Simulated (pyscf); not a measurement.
9 group-13 steps of one kind (four-centre exchange, closed-shell): barrier in kJ/mol, from the separated reactants or the lowest minimum found. PySCF, gas phase, ωB97X-D3(BJ)/def2-SVP geometries. Functionals in def2-TZVP; the last column is ωB97M-D3(BJ)/def2-TZVP. Rows were drawn at random from the steps of this kind and element class whose saddle was verified and whose references are stable.

| step | PBE | r²SCAN | B3LYP-D3(BJ) | ωB97M-D3(BJ) |
|---|---|---|---|---|
| H₃C–Al(OH)–O–Al(OH)–OH + SiH₄ → H₃C–Al(OH)–O–Al(OH)–O–SiH₃ + H₂ | 104.5 | 99.2 | 115.0 | 116.4 |
| H₃C–GaH–CH₃ + H₂ -> CH₄ + H₃C–GaH₂ | 107.0 | 108.9 | 128.1 | 130.8 |
| H₂C=CH–F + F–BH–F → F–B(F)–F + H₂C=CH₂ | … | 144.2 | 168.5 | 171.8 |
| H₂B–B(OH)–Cl + HCl → HO–B(Cl)–BH–Cl + H₂ | -3.5 | 5.0 | 26.4 | 26.3 |
| H₂Al–PH₂ + PH₃ → H₂P–AlH–PH₂ + H₂ | 52.1 | 55.1 | 75.8 | 84.1 |
| H₂C=CH–B(OH)–OH + H₂ → HO–BH–OH + H₂C=CH₂ | 203.4 | 214.8 | 234.9 | 233.3 |
| HO–B(Cl)–Cl + SiH₄ → HO–BH–Cl + H₃Si–Cl | … | 121.0 | 132.1 | 129.1 |
| HO–B(SiH₃)–Cl + HCl → HO–B(Cl)–Cl + SiH₄ | 89.2 | 92.6 | 112.4 | 123.3 |
| HCl + H₃Si–B(Cl)–Cl → Cl–B(Cl)–Cl + SiH₄ | 68.0 | 72.5 | 90.5 | 97.1 |

**Question.** Complete the blanks.

**Answer.** 
- H₂C=CH–F + F–BH–F → F–B(F)–F + H₂C=CH₂, PBE: 142.2
- HO–B(Cl)–Cl + SiH₄ → HO–BH–Cl + H₃Si–Cl, PBE: 117.6

Differences from the last column (kJ/mol): PBE: mean -25.7, median -29.5, mean size 25.7, lower in 9 of 9; r²SCAN: mean -22.1, median -21.9, mean size 22.1, lower in 9 of 9; B3LYP-D3(BJ): mean -3.1, median -2.7, mean size 4.2, lower in 6 of 9. PBE is closest for row 7 (11.5 kJ/mol apart) and farthest for row 8 (34.1 kJ/mol). PBE, r²SCAN and M06-2X carry no added dispersion term. The last column is a level with limits of its own. Each barrier is that of the saddle found. Elements up to Kr have no core potential and no relativistic terms here.
